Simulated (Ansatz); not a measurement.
The input, for Ansatz 0.2.0:

```yaml
crystal:
  periodic: [false, false, false]
  atoms:
    - {symbol: Br, position_ang: [0.000000, 0.000000, -1.339000]}
    - {symbol: H, position_ang: [0.000000, 0.000000, 0.238000]}
    - {symbol: H, position_ang: [0.000000, 0.000000, 1.101000]}
basis:
  gaussian: {orbitals: cc-pVDZ}
magnetization: {spin_polarized: false, initial_magnetization: 1}
correlation: {method: fic_mrcisd_q, electrons: outside_noble_gas, active_space: {window: {electrons: 9, orbitals: 6}, shells: [{species: Br, l: s, shell: 4}, {species: Br, l: p, shell: 4}, {species: H, l: s, shell: 1}]}}
```

```sh
$ ansatz run in.yaml --threads 1 --pin off --events-out ev --progress --plain --max-ram 2816MiB --backend cpu
```

Log:

```
651 factors; integrals over basis functions are off by at most 2.4e-7 eV
mean field evaluation 1: about -70026.6881 eV, gradient 8.0e0 eV
mean field evaluation 2: about -70026.6885 eV, gradient 8.0e0 eV
mean field evaluation 4: about -70027.0645 eV, gradient 7.3e-1 eV
mean field evaluation 8: about -70027.0700 eV, gradient 4.4e-3 eV
mean field -70027.06999387 eV, -2573.4473562218 hartree, gradient 7.9e-6 eV, S^2 0.750000; 0 other end points of the search recorded, 0 dependent functions left out
reference -70027.06999387 eV, -2573.4473562218 hartree; 19, 18 occupied and 18, 19 virtual orbitals, 651 factors
state -70027.81661797 eV, -2573.4747941514 hartree
contracted CI cycle   1: correlation 0.00000000 eV, 0.0000000000 hartree, residual 1.53e1 eV
contracted CI cycle   2: correlation -3.45048287 eV, -0.1268029066 hartree, residual 2.46e0 eV
contracted CI cycle   3: correlation -3.54477475 eV, -0.1302680693 hartree, residual 5.05e-1 eV
contracted CI cycle   4: correlation -3.54891806 eV, -0.1304203333 hartree, residual 1.04e-1 eV
contracted CI cycle   5: correlation -3.54907435 eV, -0.1304260769 hartree, residual 1.95e-2 eV
contracted CI cycle   6: correlation -3.54907954 eV, -0.1304262673 hartree, residual 3.94e-3 eV
contracted CI cycle   7: correlation -3.54907975 eV, -0.1304262751 hartree, residual 8.16e-4 eV
state -70027.81661797 eV, -2573.4747941514 hartree; corrected -70031.56965277 eV, -2573.6127156364 hartree
Total energy: -70031.56965277 eV, -2573.6127156364 hartree
Checks for a lower state left out: starts, orbital_swaps
```

Natural occupations: 1.9998 1.9998 1.9988 1.9681 1.0008 0.0328.

For the same geometry and basis full CI lies 3.2 meV higher.

Ran on 1 thread of AMD EPYC 7R13, shared host: 1.2 s wall, 0.15 GiB peak host memory.
